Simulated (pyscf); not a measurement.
Thermochemistry of product channels of O=Mo(F)(F)(F)–F + hydrogen (H₂) on the singlet surface, in kcal/mol, from ωB97M-D3(BJ)/def2-TZVP energies (ideal gas, 1 atm, RRHO with modes under 100 cm⁻¹ raised to 100, one conformer, R ln 2 for chiral ones without a mode under 150 cm⁻¹). Structures and frequencies: ωB97X-D3(BJ)/def2-SVP in PySCF.

| products | ΔE | ΔH(298 K) | ΔG(600 K) | ΔG(900 K) |
|---|---|---|---|---|
| O=MoH(F)(F)–F + hydrogen fluoride (HF) | +21.0 | +23.5 | +18.5 | +16.4 |
| HO–MoH(F)(F)(F)–F | +26.7 | +31.2 | +46.7 | +54.8 |

These are energies of the channels, which say nothing of barriers. Elements past Kr carry the def2 core potentials, without spin-orbit coupling.
